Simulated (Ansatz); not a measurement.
Tuning the range parameter of LC-ωPBE so that −HOMO meets the ionisation energy; basis def2-TZVPD, Ansatz. System: Li₃H₆⁻. Total charge -1; singlet. Geometry: PBE-D4/def2-TZVPD. The ionised state is a doublet.

Geometry of the singlet:

```tsv
atom	x (Å)	y (Å)	z (Å)
Li1	-0.776	0.174	-1.484
Li2	0.129	0.007	0.758
Li3	0.922	-1.421	-0.994
H4	-1.517	0.572	0.132
H5	0.835	-1.675	0.804
H6	-0.412	1.627	1.742
H7	0.961	0.465	-0.843
H8	-0.356	-1.405	-2.301
H9	0.214	1.656	2.185
```

In the singlet, H6 and H9 lie 0.77 Å apart (atoms count from 1), so H2 has formed as a molecule. The structure comes from a short search, and lower isomers may exist.

```json
{"ω (1/bohr)": "0.1", "HOMO (eV)": "-1.77", "LUMO (eV)": "3.30", "vertical IE (eV)": "2.86", "HOMO + IE (eV)": "1.10"}
{"ω (1/bohr)": "0.15", "HOMO (eV)": "-2.35", "LUMO (eV)": "3.36", "vertical IE (eV)": "2.98", "HOMO + IE (eV)": "0.63"}
{"ω (1/bohr)": "0.2", "HOMO (eV)": "-2.81", "LUMO (eV)": "3.39", "vertical IE (eV)": "3.11", "HOMO + IE (eV)": "0.30"}
{"ω (1/bohr)": "0.3", "HOMO (eV)": "-3.47", "LUMO (eV)": "3.41", "vertical IE (eV)": "3.37", "HOMO + IE (eV)": "-0.10"}
```

(1) Where does the tuning condition hold?

Results:

(1) Near ω = 0.28 bohr⁻¹, by linear interpolation.
